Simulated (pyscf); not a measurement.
A first-order saddle from PySCF, ωB97X-D3(BJ)/def2-SVP:

```xyz
7

B     -0.9166    -0.3668     0.3096
N      0.4384    -0.1905     0.5167
H     -1.2796     0.5112    -1.9900
H     -1.2811     0.1704    -1.1552
H      1.0463     0.2235    -0.1830
H      0.9224    -0.4565     1.3687
H     -1.6807    -0.8534     1.1098
```
Charge 0, spin multiplicity 2.

Surface: doublet, charge 0. Lowest wavenumbers (cm⁻¹): 681i, 185, 239, 627, 752.

### Question
Which two sides does it connect, and which bonds change?

### Answer
H₂B–NH₂ + H• ⇌ [HB–NH₂]• + H₂, a hydrogen abstraction read from left to right: B–H broken and H–H formed. At ωB97M-D3(BJ)/def2-TZVP it lies +10.8 kcal/mol from the left side and +6.5 kcal/mol from the right (each side as separated species at their lowest minima found). One saddle was located; it need not be the lowest between these sides. The angle at the transferred H is 167°.
